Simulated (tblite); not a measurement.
Glycolamide, C2H5NO2.
Atom-mapped SMILES: `[NH2:1][C:2](=[O:3])[CH2:4][OH:5]` (hydrogens: H6, H7 on N1; H8, H9 on C4; H10 on O5)

Geometry (GFN2-xTB, Å), atoms numbered from 1 in this order:
```
atom  x, y, z in Å
N1     1.5433    0.0969   -0.3149
C2     0.2537    0.4753   -0.2291
O3    -0.1536    1.5631   -0.5746
C4    -0.7037   -0.5637    0.3449
O5    -2.0014   -0.0513    0.3713
H6     1.8518   -0.8152   -0.0316
H7     2.2170    0.7442   -0.6897
H8    -0.3845   -0.8286    1.3630
H9    -0.6722   -1.4699   -0.2762
H10   -1.9415    0.8539    0.0144
```

Level: GFN2-xTB in tblite, geometry and Hessian alike; calculated harmonic values, unscaled, isolated species. Errors from tens to a few hundred cm⁻¹ against measured bands are possible. One conformer, not necessarily the lowest.

Q: How many normal modes are there?

A: 10 atoms, non-linear: 3N − 6 = 24.

Q: What is the point group of the computed structure, and how do the modes divide by symmetry?

A: Cs. The vibrations span 16 a′ + 8 a″.

Q: How many distinct wavenumbers does the calculation give?

A: 24: Cs has no degenerate species.

Q: How many fundamentals are allowed in the infrared by symmetry?

A: 24 of 24: in Cs every mode is allowed. All fundamentals are allowed in the Raman spectrum.

Q: Which of the modes above 1550 cm⁻¹ are stretches that can be named?

A: C=O 1767; sp3 C–H 2867, 2899; O–H 3335; N–H 3471, 3548 cm⁻¹.

Q: Give the mode at 1123.9 cm⁻¹ as a wavelength, a frequency, a period and a quantum of energy.

A: 8.898 μm, 33.69 THz, 29.7 fs, 139.3 meV or 13.44 kJ/mol.

Q: What thermal excitation has the softest real mode at 298.15 K?

A: θ = hcν̃/k = 128 K for 88.8 cm⁻¹, so N1/N0 = 0.65 and ⟨v⟩ = 1/(exp(θ/T) − 1) = 1.9.

Hardware: an Arm Neoverse V2 with one thread, shared host. This covers the Hessian and the dipole derivatives.
